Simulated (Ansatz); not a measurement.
# Sc (hcp): energy against volume

The calculation used DFT, BLYP, plane waves (420 eV) with PAW, scalar-relativistic in Ansatz. The PAW files were generated under PBE, with cores re-solved for the functional.

The cell is scaled uniformly from the relaxed one, with fractional coordinates and shape fixed. Energies are extrapolated to zero smearing, pressures are those at the given smearing. Magnetic state: spin not included.

A Birch-Murnaghan fit gives V₀ = 24.98 Å³/atom, B₀ = 52 GPa, B₀′ = 3.5.

(1) What are the energy above the minimum and the pressure at 22.069 Å³/atom?

(2) What are the energy above the minimum and the pressure at 23.072 Å³/atom?

(3) What are the energy above the minimum and the pressure at 28.087 Å³/atom?

Results:

(1) 66.3 meV/atom and 8.14 GPa as computed.

(2) 26.7 meV/atom and 4.92 GPa as computed.

(3) 52.3 meV/atom and -4.76 GPa as computed.
